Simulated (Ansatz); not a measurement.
Frontier orbitals of C6H5Cl (`Clc1ccccc1`).

Charge 0, multiplicity 1. The structure was optimised at the PBE0-D4/def2-TZVP level. Basis def2-TZVPP, Ansatz 0.2.0.

A caution on the coupled-cluster cation, which keeps the state that its UHF reference found: spin contamination of the cation.

Orbital energies of one run (eV). Highest occupied ones, from the top: -6.30, -6.88, -7.61, -8.43, -8.78, -8.90, -10.12, -10.67, -10.76, -11.46, -11.77, -13.21, -14.90, -15.36. Empty: -1.71, -1.64, -0.39, 0.97, 1.43, 1.77.

Question: Which functional gave them?
A. LC-ωPBE
B. r2SCANh
C. ωB97X-V
D. LDA (SPW92)

Answer: D. HOMO energies: LDA (SPW92) -6.30, ωB97X-V -9.29, LC-ωPBE -9.64, r2SCANh -6.69 eV.

LC-ωPBE has ω = 0.4 bohr⁻¹.
